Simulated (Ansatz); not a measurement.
# Rhodium, fcc under BLYP: from relaxation to bulk modulus

The plan for rhodium in the fcc structure: relax it, solve it on a dense k-mesh, switch on spin-orbit coupling, then scale the cell to 7 volumes from 88 to 112 % of the relaxed one and try a fit of the equation of state. The start is ferromagnetic. The k-meshes are 14×14×14 for the relaxation; 23×23×23 for the dense run; 14×14×14 for spin-orbit coupling; 23×23×23 for the volumes. It starts from a deposited cell (COD).

Program: Ansatz 0.2.0. Level of theory: DFT BLYP, plane waves (420 eV) with PAW, scalar-relativistic; the PAW data stem from PBE, with regenerated cores. These are calculated values, not measurements.

### Step 1. The system as given

Symmetry: Fm-3m, No. 225, cubic system. Conventional cell: a = 3.803 Å, b = 3.803 Å, c = 3.803 Å, α = 90.00°, β = 90.00°, γ = 90.00°. Around Rh (site symmetry m-3m) lie 12 Rh at 2.69 Å.

As a file:

```cif
data_structure
_symmetry_space_group_name_H-M 'Fm-3m'
_symmetry_Int_Tables_number 225
_cell_length_a 3.8031
_cell_length_b 3.8031
_cell_length_c 3.8031
_cell_angle_alpha 90.000
_cell_angle_beta 90.000
_cell_angle_gamma 90.000
_cell_volume 55.01
loop_
_atom_site_label
_atom_site_type_symbol
_atom_site_symmetry_multiplicity
_atom_site_Wyckoff_symbol
_atom_site_fract_x
_atom_site_fract_y
_atom_site_fract_z
_atom_site_occupancy
Rh1 Rh 4 a 0.00000 0.00000 0.00000 1
```

The atoms start with moments of +1 μB.

### Step 2. Relaxing cell and atoms

File input.yaml:

```yaml
crystal:
  lattice:
    - [0.0, 1.90155, 1.90155]
    - [1.90155, 0.0, 1.90155]
    - [1.90155, 1.90155, 0.0]
  atoms:
    - { symbol: Rh, position: [0.0, 0.0, 0.0], spin: 1.0 }
hamiltonian:
  xc: blyp
  pseudopotentials:
    kind: paw
    azcp:
      Rh: "pseudopotentials/Rh.paw.azcp"
basis:
  ecutwfc: 420
  fft_grid_basis: typed
kpoints:
  mp_grid: { grid: [14, 14, 14], shift: [0, 0, 0] }
magnetization:
  spin_polarized: true
scf:
  occupations: { method: fermi_dirac, width: 0.05 }
relax:
  max_steps: 60
  f_tol: 0.01
  cell: {}
```

Further steps of the session: Single point on a dense mesh; With spin-orbit coupling; Volume × 0.88; Volume × 0.92; Volume × 0.96; Volume × 1.0; Volume × 1.04; Volume × 1.08; Volume × 1.12.

Q: Predict the outcome of this session. Wanted: space group; conventional cell; volume; shortest distance; gap on the mesh; magnetic state; V₀, B₀, B₀′.

**Answer**, as computed:

| quantity | value |
| --- | --- |
| space group (spins left aside) | Fm-3m (No. 225) |
| conventional cell | a = 3.899 Å |
| volume | 14.823 Å³/atom |
| shortest distance | 2.757 Å |
| against the deposited volume | +7.8 % (13.752 Å³/atom) |
| gap on the mesh | none (levels filled in part) |
| magnetic state | non-magnetic |
| V₀, B₀, B₀′ | 14.814 Å³/atom, 215 GPa, 5.3 |

BLYP puts the volume 7.8 % above the deposited one. Cells that are too large are usual for this functional. The starting moments do not survive. Levels at the Fermi energy are filled in part, as in a metal. Totals with and without spin-orbit coupling (-1.8 eV/atom apart) can't be read as binding, since the two-component data shift the zero of energy. The fitted modulus is 215 GPa.
